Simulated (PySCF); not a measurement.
Cyclopropene, C3H4.
Atom-mapped SMILES: `[CH:1]1=[CH:2][CH2:3]1` (hydrogens: H4 on C1; H5 on C2; H6, H7 on C3)

Structure used (GFN2-xTB), in Å, numbered top down from 1:
```
atom  x, y, z in Å
C1    -0.586    0.661   -0.076
C2    -0.620   -0.631    0.034
C3     0.749   -0.017    0.018
H4    -1.074    1.599   -0.172
H5    -1.156   -1.544    0.098
H6     1.321    0.046    0.939
H7     1.369   -0.109   -0.868
```

Mulliken charges (e) from the PBE0/pcSseg-1 density (PySCF), one withheld:

| atom | bonded to | charge |
| --- | --- | --- |
| C1 | C2 C3 H4 | -0.1069 |
| C2 | C1 C3 H5 | -0.1069 |
| C3 | C2 C1 H6 H7 | ? |
| H4 | C1 | +0.0804 |
| H5 | C2 | +0.0804 |
| H6 | C3 | +0.1183 |
| H7 | C3 | +0.1182 |

Problem. What is the charge on C3?

Solution. The charges add up to the total charge, 0. The others sum to +0.1835, which leaves -0.1835 e for C3 (allylic carbon); the computed value is -0.1834, the difference coming from rounding.

Problem. Add each hydrogen's charge to the atom that carries it.

Solution. C1 -0.0265, C2 -0.0265, C3 +0.0531.

Problem. Across which bond do the charges differ most?

Solution. H6–C3: +0.1183 on H6 against -0.1834 on C3, a difference of 0.3017 e (C3–H7 within 0.003 e of it). The lower charge is on the more electronegative element of the two (Pauling values: C 2.55, H 2.20).

Problem. Take the bonds between elements whose Pauling electronegativities differ by more than 0.25. In how many does the more electronegative atom carry the lower charge?

Solution. In 4 of 4.

Problem. How much positive and how much negative charge does this set hold in all?

Solution. +0.3973 e on 4 atoms and -0.3972 e on 3.

The Mulliken scheme gives each basis function's population to the atom it is centred on and halves the overlap population of two atoms between them. Isolated species at its GFN2-xTB geometry, gas phase.
